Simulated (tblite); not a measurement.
Compound: C2H4NO (doublet state).
Structure used (GFN2-xTB), in Å, numbered top down from 1:
```
atom  x, y, z in Å
N1     1.6329    0.0969   -0.1846
C2     0.4931    0.5553   -0.1238
C3    -0.8533   -0.2352    0.1151
O4    -0.7152   -1.5083    0.2579
H5     1.7960   -0.8976   -0.0767
H6     0.3237    1.6177   -0.2393
H7    -1.2388    0.3015    1.0144
H8    -1.4293    0.0790   -0.7876
```

All values are computed: GFN2-xTB (tblite) harmonic vibrations without scaling, gas phase. Against measured fundamentals such values can be off by several per cent, at times by over 20. One conformer, not necessarily the lowest. Open shells enter through the occupations alone, without spin polarisation, and single modes of such species can be off by tens of per cent.

Harmonic wavenumbers (cm⁻¹): 125.8, 274.7, 550.6, 624.8, 684.5, 738.8, 1006.7, 1062.8, 1125.8, 1217.5, 1239.4, 1333.1, 1426.0, 1797.0, 2632.3, 2680.3, 3032.0, 3384.5.

A = 20585, B = 6084, C = 4848 MHz; mass 58.029 u (most abundant isotopes); point group Cs, symmetry number 1; spin multiplicity 2.

**Question.** What is the zero-point energy?

**Answer.** ½Σν̃ = 12468 cm⁻¹ = 35.65 kcal/mol.

**Question.** Give the ideal-gas entropy at 400 K and 1 bar in the rigid-rotor, harmonic-oscillator model (classical rotation).

**Answer.** Translation 39.58, rotation 24.66, vibration 9.62, spin (R ln 2) 1.38: S = 75.2 cal/(mol K).

**Question.** And Cp and H(400 K) − H(0)?

**Answer.** Cp = 20.68 cal/(mol K), of which vibrations give 12.73 (their classical limit is 18 R = 35.8); H(400 K) − H(0) = 5.43 kcal/mol without the zero-point energy, 2.25 from vibrations.

**Question.** Blend soft modes into free rotors: weight 1/[1 + (100 cm⁻¹/ν̃)⁴] for the oscillator and the rest for a rotor with moment μB/(μ + B), μ = h/(8π²ν), B = 10⁻⁴⁴ kg m². What vibrational entropy results?

**Answer.** 9.44 cal/(mol K) in place of 9.62, which changes −T·S at 400 K by +0.07 kcal/mol.

**Question.** Which modes carry the vibrational entropy at 400 K?

**Answer.** 125.8 cm⁻¹: 3.58; 274.7 cm⁻¹: 2.09; 550.6 cm⁻¹: 0.93; 624.8 cm⁻¹: 0.75; 684.5 cm⁻¹: 0.63; 738.8 cm⁻¹: 0.54 cal/(mol K); the other 12 give 1.10 together.

**Question.** What must be added to the electronic energy to get the Gibbs energy at 400 K and 1 bar?

**Answer.** ZPE + [H(400 K) − H(0)] − T·S = 35.65 + 5.43 − 30.10 = 10.98 kcal/mol.

**Question.** How do the functions run with temperature in this model?

**Answer.** 
| T (K) | S (cal/(mol K)) | Cp (cal/(mol K)) | H − H(0) (kcal/mol) | G − H(0) (kcal/mol) | ln q(vib) |
| --- | --- | --- | --- | --- | --- |
| 100 | 55.9 | 10.2 | 0.88 | -4.70 | 0.20 |
| 200 | 63.8 | 13.2 | 2.04 | -10.72 | 0.71 |
| 300 | 69.8 | 17.0 | 3.55 | -17.40 | 1.32 |
| 500 | 80.2 | 23.9 | 7.67 | -32.44 | 2.73 |
| 800 | 93.0 | 30.6 | 15.93 | -58.50 | 5.00 |
| 1000 | 100.2 | 33.5 | 22.36 | -77.84 | 6.48 |

q(vib) and H(0) count from the zero-point level.

Hindered rotation and anharmonicity are outside this model. Other conformers, if any are populated, would add a mixing term that is left out.
